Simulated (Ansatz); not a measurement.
# AlH5OSi: the cost of one run

Method: RKS PBE0-D4/def2-SVP, in Ansatz 0.2.0.

**1. The system as given**

Bond lengths: Al1–O2 1.980 Å, Al1–Si3 2.516 Å, O2–Si3 1.680 Å, Si3–H4 1.460 Å, Si3–H5 1.460 Å, Si3–H6 1.460 Å, Al1–H7 1.760 Å, Al1–H8 1.560 Å. Angles (14 of 17 angles, heavy atoms first): Al1–O2–Si3 86.4°, O2–Al1–Si3 41.8°, Al1–Si3–O2 51.8°, O2–Al1–H7 42.8°, O2–Al1–H8 159.9°, Si3–Al1–H7 83.8°, Si3–Al1–H8 118.6°, Al1–Si3–H4 65.6°, Al1–Si3–H5 150.2°, Al1–Si3–H6 99.4°, O2–Si3–H4 109.5°, O2–Si3–H5 109.5°, O2–Si3–H6 109.5°, H7–Al1–H8 157.3°.

As a file:

```xyz
8

Al    0.0000    0.0000    0.0000
O     1.2704    0.0000    1.5187
Si   -0.0443   -0.4067    2.4823
H    -0.9686   -1.2403    1.7191
H     0.4198   -1.1432    3.6544
H    -0.7283    0.8095    2.9120
H     1.7458    0.0000    0.2228
H    -1.3510    0.0000   -0.7800
```

**2. Pulling towards end A**

Springs on the bonds that form and break draw the guess towards this end; the thresholds are loose.

Contents of input.yaml:

```yaml
crystal:
  periodic: [false, false, false]
  atoms:
    - { symbol: Al, position_ang: [0.0, 0.0, 0.0] }
    - { symbol: O, position_ang: [1.2704, 0.0, 1.5187] }
    - { symbol: Si, position_ang: [-0.0443, -0.4067, 2.4823] }
    - { symbol: H, position_ang: [-0.9686, -1.2403, 1.7191] }
    - { symbol: H, position_ang: [0.4198, -1.1432, 3.6544] }
    - { symbol: H, position_ang: [-0.7283, 0.8095, 2.912] }
    - { symbol: H, position_ang: [1.7458, 0.0, 0.2228] }
    - { symbol: H, position_ang: [-1.351, 0.0, -0.78] }
basis:
  gaussian: { orbitals: def2-SVP }
hamiltonian:
  xc: pbe0
  dispersion: d4
relax:
  f_tol: 0.15
  max_steps: 25
  restrain:
    - { distance: [1, 6], at: 2.21, k: 30.0 }
    - { distance: [0, 1], at: 1.78, k: 30.0 }
    - { distance: [0, 6], at: 1.56, k: 30.0 }
```

On the command line:

```
ansatz run input.yaml --threads 1 --pin off --max-ram 2048MiB --backend cpu --events-out ev --progress --plain --runs-dir out
```

Q: Estimate wall time and peak memory on 1 thread of Arm Neoverse V1, shared host.

About 28 s, with a peak of 0.16 GiB.
